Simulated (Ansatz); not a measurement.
The reference is Mo in the bcc (W type) structure (space group Im-3m, No. 229).

Mo has the cubic space group Im-3m (No. 229), the bcc (W type) structure, Pearson symbol cI2. Lattice parameters: a = 3.161 Å, b = 3.161 Å, c = 3.161 Å, α = 90.00°, β = 90.00°, γ = 90.00°. Mo on 2a is coordinated by 8 Mo at 2.737 Å and 6 Mo at 3.161 Å. (Neighbours: up to the widest gap in distance over summed covalent radii, below 1.35, at either atom.)
(The calculation used a cell of 1 atom; values per cell refer to that cell.)

Levels (all Ansatz, a quantum-chemistry and plane-wave program, PAW): PBE (420 eV, without spin-orbit coupling); r2SCAN (500 eV, without spin-orbit coupling).

Levels that relaxed their own cell: PBE and r2SCAN.

```
level   lattice parameter a
------  -------------------
PBE                 3.161 Å
r2SCAN              3.151 Å
```

Measured: lattice parameter a 3.141 Å (static lattice; corrected from measurement; as listed in Daniel Mejia-Rodriguez, S. B. Trickey, Phys. Rev. B (2018)).

Computed minus measured — lattice parameter a: PBE +0.6 %, r2SCAN +0.3 % (closest: r2SCAN).

Stability against distortions was not tested. All final runs are without spin polarisation.
